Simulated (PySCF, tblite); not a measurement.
Isomers of C5H6Cl (doublet state). Level: GFN2-xTB in tblite, geometry and Hessian alike; calculated harmonic values, unscaled, isolated species. The method is semi-empirical: single wavenumbers can be off by several per cent or more. One conformer each. Open shells enter through the occupations alone, without spin polarisation, and single modes of such species can be off by tens of per cent.

Electronic energies: B3LYP/pcH-1 single points on the GFN2-xTB geometries (PySCF, gas phase).

```tsv
SMILES	electronic energy, lowest = 0 (kJ/mol)
C#CCC[CH]Cl	2.9
C=[C]C/C=C\Cl	0.0
C#CC[CH]CCl	1.2
[H]/[C]=C\C/C=C\Cl	16.4
C#C[C@H]([CH2])CCl	31.8
```

How do GFN2-xTB zero-point energies change the relative energies?

```
            SMILES  ZPE (kJ/mol)  of it from modes above 1550 cm⁻¹  electronic (kJ/mol)  with ZPE, lowest = 0 (kJ/mol)  lowest mode (cm⁻¹)  rings
     C=[C]C/C=C\Cl         229.3                             128.1                  0.0                            0.0                  28      0
       C#CC[CH]CCl         229.3                             123.5                  1.2                            1.2                 13i      0
       C#CCC[CH]Cl         232.1                             123.6                  2.9                            5.7                  39      0
[H]/[C]=C\C/C=C\Cl         231.1                             130.0                 16.4                           18.2                  35      0
C#C[C@H]([CH2])CCl         227.2                             124.8                 31.8                           29.6                  71      0
```

The zero-point energies span 4.9 kJ/mol, from `C#C[C@H]([CH2])CCl` to `C#CCC[CH]Cl`. Slightly imaginary modes are left out of the zero-point energy: `C#CC[CH]CCl` 13.3i cm⁻¹. The order is unchanged.

And how do the electronic energies of GFN2-xTB itself compare?

`C=[C]C/C=C\Cl` 20.4; `C#CC[CH]CCl` 9.0; `C#CCC[CH]Cl` 0.0; `[H]/[C]=C\C/C=C\Cl` 39.5; `C#C[C@H]([CH2])CCl` 46.4 kJ/mol, lowest = 0. Against the energies above, taken from the same isomer `C=[C]C/C=C\Cl`, the largest difference is 23.3 kJ/mol.

What do entropy and thermal enthalpy add at 298.15 K and 1 bar (rigid rotor, harmonic oscillator, one conformer each)?

| SMILES | point group | symmetry number | S (J/(mol K)) | H − H(0) (kJ/mol) | ZPE + H − H(0) − TS (kJ/mol) |
| --- | --- | --- | --- | --- | --- |
| C=[C]C/C=C\Cl | C1 | 1 | 368.1 | 21.83 | 141.4 |
| C#CCC[CH]Cl | C1 | 1 | 367.6 | 22.07 | 144.6 |
| [H]/[C]=C\C/C=C\Cl | C1 | 1 | 364.2 | 21.31 | 143.8 |
| C#C[C@H]([CH2])CCl | C1 | 1 | 369.1 | 23.18 | 140.3 |

S holds R ln(2S + 1) for the spin.

Not tabulated: `C#CC[CH]CCl` (lowest mode only 13i cm⁻¹).
